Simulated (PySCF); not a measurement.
C₂H, SMILES [C]#C (connectivity only; charge and spin as stated), charge +1, multiplicity 1. The structure is a stationary point at B3LYP-D3(BJ)/def2-TZVPD. The multiplicity is an assumed one; other spin states were not compared. The isomer is the one that the SMILES or the coordinates give; other isomers of the formula were not compared.

Method: PySCF with B3LYP-D3(BJ)/def2-TZVPD.

Harmonic wavenumbers (cm⁻¹): 646, 1385, 3139. Rotational constants (GHz): 2062, 38.31, 37.62; symmetry number 1.

Problem. Work out the zero-point energy and the ideal-gas rigid-rotor harmonic-oscillator thermochemistry at 298.15 K and 1 atm.

Solution. ZPE = ½ Σ hcν = ½ × 5170 cm⁻¹ = 30.92 kJ/mol. H − E(el) = 41.22 kJ/mol. Entropy in J/(mol K): translation 148.91, rotation 64.20, vibration 1.65, total 214.76. G − E(el) = -22.81 kJ/mol. Cp = 37.64 J/(mol K).
